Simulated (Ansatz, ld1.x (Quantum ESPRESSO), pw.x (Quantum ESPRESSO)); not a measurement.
# What a changed setting does to a pw.x run (bcc Nb)

Potential: PAW, ld1.x (Quantum ESPRESSO) 7.5, PBE; core [Ar] 3d10, reference 4s2 4p6 4d3 5s0 5p0; waves: 4s (bound): rcut 1.50, rcutus 1.65 bohr; 5s (bound, empty): rcut 1.50, rcutus 1.65 bohr; 4p (bound): rcut 2.25, rcutus 2.50 bohr; 5p (bound, empty): rcut 2.25, rcutus 2.50 bohr; 4d (bound): rcut 1.35, rcutus 1.70 bohr; 4d channel at -0.65 Ry: rcut 1.35, rcutus 1.70 bohr; local part: all-electron potential smoothed inside 2.45 bohr (lloc = -1); core correction: Bessel-smoothed model core inside 1.30 bohr; augmentation: PSQ, inside the norm-conserving radii.

The reference run (k-mesh 14³, cutoffs 60/480 Ry, Fermi–Dirac 0.01 Ry, mixing_beta 0.4, conv_thr 1e-9, no spin) gives 2.16 GPa at 18.179 Å³/atom, where all-electron LAPW gives 0.16 GPa. This run, with its own iteration cap, changes diagonalization to rmm-davidson.

```
&control
  calculation='scf', prefix='x', pseudo_dir='./', outdir='./tmp', tstress=.true., disk_io='none'
/
&system
  ibrav=0, nat=1, ntyp=1, ecutwfc=60, ecutrho=480, nbnd=14,
  occupations='smearing', smearing='fd', degauss=0.01
/
&electrons
  conv_thr=1e-09, mixing_beta=0.4, electron_maxstep=60, diagonalization='rmm-davidson'
/
ATOMIC_SPECIES
Nb 1.0 Nb.UPF
CELL_PARAMETERS angstrom
  -1.65641822 1.65641822 1.65641822
  1.65641822 -1.65641822 1.65641822
  1.65641822 1.65641822 -1.65641822
ATOMIC_POSITIONS crystal
Nb 0.0000 0.0000 0.0000
K_POINTS automatic
14 14 14 0 0 0
```

```bash
pw.x < Nb.scf.in > Nb.scf.out
```

How does the run end?

It converges in 10 iterations; the free energy moves by +0.0 meV/atom and the pressure by -0.02 GPa. The result is that of the reference run.

```
Message from routine setup:
     using ibrav=0 with symmetry is DISCOURAGED, use correct ibrav instead
     lattice parameter (alat)  =       5.4216  a.u.
     unit-cell volume          =     122.6780 (a.u.)^3
     number of electrons       =        13.00
     number of Kohn-Sham states=           14
     kinetic-energy cutoff     =      60.0000  Ry
     charge density cutoff     =     480.0000  Ry
     scf convergence threshold =      1.0E-09
     Exchange-correlation= SLA  PW   PBX  PBC
     number of k points=   104  Fermi-Dirac smearing, width (Ry)=  0.0100
     iteration #  1     ecut=    60.00 Ry     beta= 0.40
     total energy              =    -334.11412913 Ry
     estimated scf accuracy    <       3.09437507 Ry
     iteration #  2     ecut=    60.00 Ry     beta= 0.40
     total energy              =    -334.18237592 Ry
     estimated scf accuracy    <       0.32433156 Ry
     iteration #  3     ecut=    60.00 Ry     beta= 0.40
     total energy              =    -334.26527071 Ry
     estimated scf accuracy    <       0.00423766 Ry
     iteration #  4     ecut=    60.00 Ry     beta= 0.40
     total energy              =    -334.26873043 Ry
     estimated scf accuracy    <       0.00056620 Ry
     iteration #  5     ecut=    60.00 Ry     beta= 0.40
     total energy              =    -334.26884058 Ry
     estimated scf accuracy    <       0.00014049 Ry
     iteration #  6     ecut=    60.00 Ry     beta= 0.40
     total energy              =    -334.26886944 Ry
     estimated scf accuracy    <       0.00011116 Ry
     iteration #  7     ecut=    60.00 Ry     beta= 0.40
     total energy              =    -334.26888551 Ry
     estimated scf accuracy    <       0.00000170 Ry
     iteration #  8     ecut=    60.00 Ry     beta= 0.40
     total energy              =    -334.26888683 Ry
     estimated scf accuracy    <       0.00000013 Ry
     iteration #  9     ecut=    60.00 Ry     beta= 0.40
     total energy              =    -334.26888685 Ry
     estimated scf accuracy    <       0.00000002 Ry
     iteration # 10     ecut=    60.00 Ry     beta= 0.40
     the Fermi energy is    17.5255 ev
!    total energy              =    -334.26888685 Ry
     estimated scf accuracy    <          8.6E-10 Ry
     smearing contrib. (-TS)   =      -0.00646577 Ry
     The total energy is F=E-TS. E is the sum of the following terms:
     one-electron contribution =     -13.42965334 Ry
     hartree contribution      =      16.64192674 Ry
     xc contribution           =     -16.54531193 Ry
     ewald contribution        =     -98.24212744 Ry
     one-center paw contrib.   =    -222.68725511 Ry
     convergence has been achieved in  10 iterations
          total   stress  (Ry/bohr**3)                   (kbar)     P=       21.34
     Message from routine punch:
     Nothing written, as per user request (disk_io='none')
```

The run took about 25 s on one core of a shared host (AMD EPYC 9R14, 96 threads, 370 GiB, load 73).
